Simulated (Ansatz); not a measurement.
```yaml
crystal:
  periodic: [false, false, false]
  atoms:
    - {symbol: B, position_ang: [-0.000006, 0.000002, 0.000043]}
    - {symbol: H, position_ang: [1.191638, -0.031167, 0.015154]}
    - {symbol: H, position_ang: [-0.568680, 1.047589, -0.019586]}
    - {symbol: H, position_ang: [-0.622963, -1.016425, 0.004389]}
basis:
  gaussian: {orbitals: "6-31++G**"}
hamiltonian: {xc: {name: r2SCANh}}
scf: {omitted_lower_state_checks: [starts]}
output: {forces: true}
```

```sh
$ ansatz run in.yaml --threads 2 --pin off --events-out ev --progress --plain --max-ram 4352MiB
```

It prints (some lines left out):

```
Functional definition: r2SCANh
340 factors; integrals over basis functions are off by at most 1.4e-3 eV
mean field evaluation 1: about -722.2996 eV, gradient 1.6e1 eV
mean field evaluation 2: about -722.9222 eV, gradient 1.0e1 eV
mean field evaluation 4: about -723.2619 eV, gradient 2.3e-2 eV
mean field evaluation 8: about -723.2587 eV, gradient 3.0e-4 eV
mean field -723.25869734 eV, -26.5792668850 hartree, gradient 1.1e-5 eV, S^2 0.000000; 0 other end points of the search recorded, 0 dependent functions left out
reference -723.25872546 eV, -26.5792679183 hartree; 4, 4 occupied and 33, 33 virtual orbitals, 340 factors
Total energy: -723.25872546 eV, -26.5792679183 hartree
Atom 0 at    -0.000006     0.000002     0.000043 Å, force     0.000028    -0.000008    -0.000667 eV/Å
Atom 1 at     1.191638    -0.031167     0.015154 Å, force     0.021059    -0.000548     0.000490 eV/Å
Atom 2 at    -0.568680     1.047589    -0.019586 Å, force    -0.010064     0.018497    -0.000123 eV/Å
Atom 3 at    -0.622963    -1.016425     0.004389 Å, force    -0.011022    -0.017940     0.000300 eV/Å
Dipole moment:    -0.000001     0.000000     0.000028 e Å
Checks for a lower state left out: starts
```

Run time 0.65 s (2 threads of Intel Xeon Platinum 8259CL on a shared host).

The 6-31G sets use Cartesian d functions.
